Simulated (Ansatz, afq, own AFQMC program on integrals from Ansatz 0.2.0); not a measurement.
AFQMC on a folder of integrals that Ansatz 0.2.0 wrote.

```yaml
crystal:
  periodic: [false, false, false]
  atoms:
    - {symbol: Mo, position_ang: [0.000000, 0.000000, 0.000000]}
basis:
  gaussian: {orbitals: def2-TZVPP}
magnetization: {spin_polarized: true, initial_magnetization: 6}
correlation: {method: ccsd_t, electrons: outside_noble_gas, hamiltonian_folder: ham}
```

```sh
$ ansatz run in.yaml --threads 1 --pin off --events-out ev --progress --plain --max-ram 24576MiB --backend cuda --devices 0, --max-vram 18GiB
```

afq runs on the folder ham with

```
--method free --trial cisd --walkers 4000 --time-step 0.03 --max-blocks 4000 --target-error 0.00018 --factor-cut 1e-05 --seed 5048 --times 0,0.3,0.6,1.2,1.8,2.4,3.6,4.8,6 --taylor-order 8
```

Times are imaginary, in 1/Eh. The walk had a cap of 81 s. Core potentials past Kr, no spin–orbit coupling.

```
orbitals 52  electrons 6 0  factors 376 of 376
reference energy -67.56661638 Eh
CCSD correlation -0.08503612 Eh in 7 cycles, weight of the determinant in the CISD state 0.9613
repeat  energy at the last time / Eh  error
    10  -67.654087  0.000034
    20  -67.654040  0.000024
    30  -67.654036  0.000024
time / (1/Eh)  energy / Eh  error  mean overlap
  0.00  -67.651656  0.000002  1.0403
  0.30  -67.653173  0.000006  1.0392
  0.60  -67.653617  0.000008  1.0401
  1.20  -67.653906  0.000011  1.0375
  1.80  -67.653971  0.000012  1.0368
  2.40  -67.654045  0.000014  1.0352
  3.60  -67.654051  0.000013  1.0339
  4.80  -67.654065  0.000025  1.0342
  6.00  -67.654043  0.000024  1.0367
energy -67.654043 +/- 0.000024 Eh
```

Estimate how long the walk took on 1 × NVIDIA H100 80GB HBM3 with 2 threads of AMD EPYC 7R13 Processor (Zen 3), with other jobs on the host (the card was shared).

56 s of wall time.

The run passed its tests (error under three times the target), which doesn't prove that it has relaxed.

Against this walk (error 0.7 meV) on the same determinant: CCSD(T) 7.8 meV higher, CCSDT(Q) 0.5 meV lower (within the noise). The error is statistical, and a free projection of finite length keeps a remainder of its start.

Cautions: remainder of the start not in the error; no spin-orbit coupling; outer-core shells of the metal frozen.

CCSDT and higher add their correlation energy to the determinant of the CCSD(T) run, since their own runs factorise the integrals more tightly (a shift of under 2 meV). A walk keeps the symmetry of its determinant, which the program's search chose and which needn't be the lowest solution, so a lower state of the same spin and another symmetry isn't excluded.
